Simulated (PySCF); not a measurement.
Spectrum to structure. Computed with TDDFT PBE0/def2-SVPD, vertical, gas phase, core orbitals frozen in the response (PySCF 2.14.0, density-fitted response routines). Geometries: GFN2-xTB, one conformer each.

```csv
state,E (eV),f,"main configurations (H = HOMO, L = LUMO)"
S1,5.40,0.210,H→L (94%)
S2,6.00,0.080,H→L+1 (89%)
S3,6.19,0.028,H→L+2 (92%)
S4,6.43,0.028,H→L+3 (90%)
S5,6.74,0.020,H→L+4 (90%)
S6,6.99,0.057,"H→L+5 (77%), H-1→L (15%)"
S7,7.15,0.174,"H-1→L (60%), H→L+5 (15%), H-2→L (11%)"
S8,7.41,0.111,"H→L+7 (77%), H→L+6 (14%)"
```

Question: Which structure fits? All have the formula C5H11P.
A. `CCPC1CC1`
B. `CP(C)C1CC1`
C. `CP(/C=C/C)C`

Answer: C. Its S1, at 5.40 eV, is the lowest among the candidates; the nearest of the others has S1 at 6.13 eV. S1 is HOMO→LUMO (94%). Löwdin shares by element: HOMO phosphorus 47%, carbon 35% or more (atoms not listed hold the other 18%); LUMO carbon 59% or more, phosphorus 13% (atoms not listed hold the other 28%). At the same level the other candidates give, for their lowest levels:
- `CP(C)C1CC1`: 6.34 eV (f 0.070); 6.44 eV (f 0.074); 6.64 eV (f 0.073); 6.99 eV (f 0.098); 7.33 eV (f 0.037); T1 5.32 eV; HOMO -6.52, LUMO 0.84 eV
- `CCPC1CC1`: 6.13 eV (f 0.060); 6.22 eV (f 0.057); 6.81 eV (f 0.007); 6.97 eV (f 0.043); 7.19 eV (f 0.031); T1 5.17 eV; HOMO -6.62, LUMO 0.58 eV

Shape of the structure used: `[CH3:1]/[CH:2]=[CH:3]/[P:4]([CH3:5])[CH3:6]`: C2–C3–P4–C5 -133°.
Triplets come from the Tamm–Dancoff approximation.
